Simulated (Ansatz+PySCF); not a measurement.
Two shapes of singlet BH4(-).

Shape 1:

```xyz
5

B     0.0000    0.0000    0.0000
H     0.7229    0.7229    0.7229
H     0.7229   -0.7229   -0.7229
H    -0.7229    0.7229   -0.7229
H    -0.7229   -0.7229    0.7229
```

Shape 2:

```xyz
5

B     0.0000    0.0000    0.0000
H     0.7808    0.7808    0.7808
H     0.7808   -0.7808   -0.7808
H    -0.7808    0.7808   -0.7808
H    -0.7808   -0.7808    0.7808
```

Basis set: def2-SVP (spherical functions). Correlated methods keep 1 orbital frozen. Charge -1, multiplicity 1.

Computed with Ansatz (development build ahead of 0.2.0); each method stands on the lowest determinant of its kind that the runs found.

Task: Which shape is lower in energy, and by how much in each method?

Result:

```json
{"method": "RHF", "E(2) − E(1) (eV)": "0.338"}
{"method": "RHF-MP2", "E(2) − E(1) (eV)": "0.372"}
{"method": "RHF-CCSD", "E(2) − E(1) (eV)": "0.340"}
{"method": "UHF-CCSD", "E(2) − E(1) (eV)": "0.340"}
{"method": "RHF-CCSD(T)", "E(2) − E(1) (eV)": "0.332"}
```

Shape 1 is lower. Caution: no diffuse functions for an anion.
